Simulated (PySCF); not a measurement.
# NO (NO+): the cost of one run

Programs: PySCF 2.14.0, with density-fitted response routines of our own. Each step states its level of theory. These are calculated values for one molecule, in the gas phase or a continuum, unless marked as measured. Atoms are numbered from 0 throughout.

## (1) The molecule as given

2 atoms, charge 1, multiplicity 1; geometry from: GFN2-xTB. The atoms were then displaced at random by about 0.01 Å, so the start is not that level's minimum.

Bonds of the start (Å): N0–O1 1.08.

## (2) Relaxing the molecule at PBE0-D3(BJ)/def2-TZVP

Job settings and geometry (Å):

```
{"job": {"xc": "PBE0", "basis": "def2-TZVP", "d3": "d3bj", "grid": 2, "shake": 0.01, "kind": "geom"}, "charge": 1, "multiplicity": 1}
N      0.547760    -0.028410     0.001290
O     -0.530280    -0.000410    -0.013410
```

The run is started by

```
OMP_NUM_THREADS=1 python probes_run.py task.json out
```

The driver reads the jobs from task.json and runs them one after another.

Q: Estimate the wall time and peak memory of this first job on 1 thread of Arm Neoverse N1, shared host.

About 6.4 s, with a peak of 0.27 GiB.
